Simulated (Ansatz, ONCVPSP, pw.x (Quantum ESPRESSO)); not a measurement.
gallium: one change to the ONCV potential, in the atom and in the diamond crystal

gallium (Ga), optimised norm-conserving Vanderbilt (ONCV), made with ONCVPSP 4.0.1.1 (patched build) (PBEsol, scalar-relativistic). Core [Ar] 3d10, reference 4s2 4p0.75 (charge +0.25). Waves: 4s: rc 1.70 bohr, ncon 4, nbas 7, qcut 3.6 1/bohr, local; 4p: rc 2.60 bohr, ncon 5, nbas 8, qcut 3.2 1/bohr, 1 projector; d scattering state at 0.42 Ha: rc 2.45 bohr, ncon 4, nbas 8, qcut 4.3 1/bohr, 1 projector. Local part: the s channel. Core correction: Teter function, fcfact 3.75, rcfact 1.4.

Change: all radii but the core radius scaled by about 1.30 (s 2.22, p 3.38, d 3.20 bohr).

Cutoffs, loose and tight: the cutoffs (Ha) at which the residual kinetic energy of the hardest occupied pseudo-wave falls to 1 and 0.1 mHa per electron. They do not see the model core or the augmentation charge, which bear on the density cutoff. Test errors are all-electron minus pseudo excitation energies from the reference, over the configurations 4s2 4p1; 4s2 4p0; 4s1 4p0; 4s2 4p0.5; variants that change the core or the reference have their own tests.

Crystal test: diamond Ga in pw.x 7.5, no spin, 8³ k-points, Fermi–Dirac smearing 0.01 Ry, cutoffs set for each file from its atomic test. The reference is all-electron LAPW (Ansatz 0.2.0) with the same functional, mesh and smearing; V0 and B0 come from Birch–Murnaghan fits to the pressures at five volumes. Errors are pseudo minus all-electron; Δ is the rms difference of the E(V) curves that follow from these fits, minima aligned, over ±6 % about the mean V0. Mesh and smearing are coarse, so the numbers serve the comparison and aren't converged zero-temperature values; the lattice is a test structure that the element need not adopt.

All-electron: a0 = 5.761 Å (V0 = 23.90 Å³/atom), B0 = 43.7 GPa.

Task: Does the change bring the crystal closer to the all-electron result?

Result: The mean pressure error goes from -1.22 to -0.92 GPa, so the change moves the solid closer to the all-electron pressures.

```json
{"quantity": "outcome (atom)", "base": "generated", "changed": "generated"}
{"quantity": "cutoff, loose (atom)", "base": "7.8 Ha", "changed": "5.9 Ha"}
{"quantity": "cutoff, tight (atom)", "base": "30 Ha", "changed": "19 Ha"}
{"quantity": "bound ghosts (atom)", "base": "none", "changed": "none"}
{"quantity": "largest test error (meV) (atom)", "base": "-194", "changed": "-207"}
{"quantity": "cutoffs in pw.x (Ry)", "base": "70/280", "changed": "50/200"}
{"quantity": "a0 (Å)", "base": "5.709", "changed": "5.722"}
{"quantity": "a0 error (%)", "base": "-0.91", "changed": "-0.68"}
{"quantity": "B0 error (%)", "base": "+7.5", "changed": "+6.6"}
{"quantity": "Δ (meV/atom)", "base": "6.4", "changed": "4.8"}
{"quantity": "mean pressure error (GPa)", "base": "-1.22", "changed": "-0.92"}
```

Base: The largest radius (2.60 bohr) exceeds half the bond length (2.36 bohr), so the spheres overlap, which is one possible source of error among others. This is a poor potential for the solid. Changed file: The largest radius (3.38 bohr) exceeds half the bond length (2.36 bohr), so the spheres overlap, which is one possible source of error among others. This is a poor potential for the solid.
